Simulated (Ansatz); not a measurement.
Compare A (`C=C1NCO1`) with its isomer B (`NC1CC1=O`).

Gas-phase electronic energies from Ansatz, PBE0-D4/def2-TZVP geometries. CBS: MP2 limit from def2 TZ/QZ plus the TZ coupled-cluster correction, frozen cores. Functionals use def2-TZVPP. B3LYP here is the variant with VWN-RPA as its local correlation; programs differ in this. Each species was taken in one conformer, which may not be the lowest.

Q: Which is lower in electronic energy at CCSD(T)/CBS, and by how much? (Estimate.)

A: Computed: A, by 21.2 kJ/mol.

Q: Give E(B) − E(A) in kJ/mol with CCSD(T)/def2-TZVPP, B3LYP-D4, MP2/def2-TZVPP, HF/def2-TZVPP, LDA (SPW92), PBE-D4, PBE0-D4. (Estimate.)

A: The calculation gave: CCSD(T)/def2-TZVPP 21.8, B3LYP-D4 20.8, MP2/def2-TZVPP 16.9, HF/def2-TZVPP 30.8, LDA (SPW92) 29.1, PBE-D4 15.4, PBE0-D4 21.1. None reverses the order clearly.

Q: Does the order hold for the free energy at 298.15 K (harmonic terms from PBE0-D4)? (An estimate is asked.)

A: Computed: Yes: G(B) − G(A) = +13.0 kJ/mol, for one conformer each.

Largest T1 diagnostic: 0.014.

From BLYP to BHLYP (50 % exact exchange), in def2-TZVPP and without D4, E(B) − E(A) moves by +12.3 kJ/mol. At CCSD(T), def2-SVP lies −8.5 kJ/mol from the extrapolated value and def2-TZVPP +0.6 kJ/mol.
